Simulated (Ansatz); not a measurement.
We consider rock-salt EuS, described by PBE0 (Ansatz, a first-principles code, plane waves, PAW).

Numerical settings: plane-wave cutoff 460 eV, 8×8×8 k mesh, Fermi–Dirac smearing 0.01 eV, spin-polarised with parallel moments, scalar-relativistic PAW data made under PBE.

Results at a series of volumes:

```tsv
V (Å³/atom)	E − E_lowest (meV/atom)	P (GPa)
25.304	11.17	2.855
26.129	1.44	0.976
26.636	0.00	-0.043
27.302	2.71	-1.240
27.968	10.11	-2.296
```

Question: Estimate the bulk modulus and its pressure derivative from these points.

Answer: V0 = 26.614 Å³/atom, B0 = 51.1 GPa, B′ = 4.0 (fit to the energies at full precision).

Measured, for comparison: bulk modulus 61.5 ± 0.5 GPa, equilibrium volume per atom 26.60 Å³/atom (room temperature, not corrected to a static lattice; as tabulated in Sci. Rep., doi 10.1038/s41598-022-05321-9). Computed (rounded) less measured: bulk modulus -17 %, equilibrium volume per atom 0.0 %.

Note: the state of the 4f shell is in doubt.

Spin–orbit coupling is not included.

Computed values are for the static lattice.

Cost on a shared machine: around 60 core-minutes (rough).
